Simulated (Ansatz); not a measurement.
# NaH2− (singlet): wave-function methods side by side at angle H2–Na1–H3 = 108.8°, aug-cc-pVTZ

How much of the correlation energy of NaH2− (singlet) does each wave-function method recover here?

Method: aug-cc-pVTZ, core rule «outside noble gas», up to 5 orbitals frozen; program: Ansatz 0.2.0, Gaussian basis.

To be run: UHF; CCSD(T) on RHF; BCCD(T) on RHF; CCSDT(Q) on RHF; Full CI.

17 further runs of the same task are left out: 7 for a known fault of the program, 8 that didn't finish, 2 set aside as unsound or not needed. Runs told in other sessions of the task aren't counted.

### Step 1. The system

The geometry derives from a PBE0/def2-TZVPD stationary point (not a proven minimum). One angle is set to the value named; bond lengths are kept.

3 atoms, charge -1, spin multiplicity 1.

Atoms are counted from 1 here; the program's logs count them from 0.

Bond lengths: Na1–H2 2.066 Å, Na1–H3 2.066 Å. Angles: H2–Na1–H3 108.8°.

### Step 2. UHF

Input file in.yaml:

```yaml
crystal:
  periodic: [false, false, false]
  atoms:
    - {symbol: Na, position_ang: [-0.096944, 0.000000, 0.000000]}
    - {symbol: H, position_ang: [1.105582, 0.000000, -1.679671]}
    - {symbol: H, position_ang: [1.105582, 0.000000, 1.679671]}
basis:
  gaussian: {orbitals: aug-cc-pVTZ}
total_charge: -1
magnetization: {spin_polarized: true, initial_magnetization: 0}
hamiltonian: {xc: hf}
output: {orbitals: {seedname: orbitals}}
```

The run is started by

```console
> ansatz run in.yaml --threads 1 --pin off --events-out ev --progress --plain --max-ram 2393MiB
```

The runs that follow: CCSD(T) on RHF; BCCD(T) on RHF; CCSDT(Q) on RHF; Full CI.

**Question.** What will the summary of the whole plan be? Wanted: FCI from the RHF energy; RMP2 from FCI; RCCSD from FCI; RCCSD(T) from FCI; RCCSDT(Q) from FCI; T1 diagnostic; effectively unpaired electrons.

**Answer**, as computed:

| quantity | value |
| --- | --- |
| FCI from the RHF energy | -2.0770 eV |
| RMP2 from FCI | +500.7 meV |
| RCCSD from FCI | +16.1 meV |
| RCCSD(T) from FCI | +5.1 meV |
| RCCSDT(Q) from FCI | 0.0 meV |
| levels within 1 kcal/mol (43 meV) | RCCSD, RCCSD(T), BCCD(T), RCCSDT, RCCSDT(Q) |
| T1 diagnostic | 0.018 |
| effectively unpaired electrons | 0.06 |

RCCSD(T) misses by +5.1 meV, 0.2 % of the correlation energy. One determinant dominates. These misses are within one basis, not against nature.
